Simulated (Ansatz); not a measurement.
AlAs (zinc blende): values from a third-order Birch-Murnaghan fit to a volume scan beside measured ones. Computed values: PBEsol (plane waves to 420 eV, PAW, scalar-relativistic; Ansatz, a program for electronic structure). AlAs was relaxed with its symmetry unable to fall. The PAW data are Ansatz's earlier set.

| quantity | reference | kind | PBEsol | difference |
|---|---|---|---|---|
| Lattice constant a (Å) | 5.649 | measured, corrected to the static lattice | 5.675 | +0.5 % |
| Bulk modulus B₀ (GPa) | 75 | measured, corrected to the static lattice | 71.9 | -4.1 % |

PBEsol overestimates the lattice constant a by 0.5 %. For the bulk modulus B₀ it lies within 5 % of the reference.

References as given in: Daniel Mejia-Rodriguez, S. B. Trickey, Physical Review B (2018), arXiv:1807.09216.

(Under strain, the slope of the energy per volume gives the stress and its curvature an elastic modulus.)
